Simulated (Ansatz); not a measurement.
`[BH]O`, charge 0, multiplicity 2.

(1) Give a relaxed structure at PBE0-D4/def2-TZVP (the Gaussian-basis code of Ansatz). (Best estimate.)

Results:

(1) Computed: 
```xyz
4

B    -0.1296   -0.2033   -0.5642
O     0.0942    0.1842    0.6915
H     0.4744    0.2867   -1.4790
H    -0.4390   -0.2677    1.3517
```
Point group Cs.
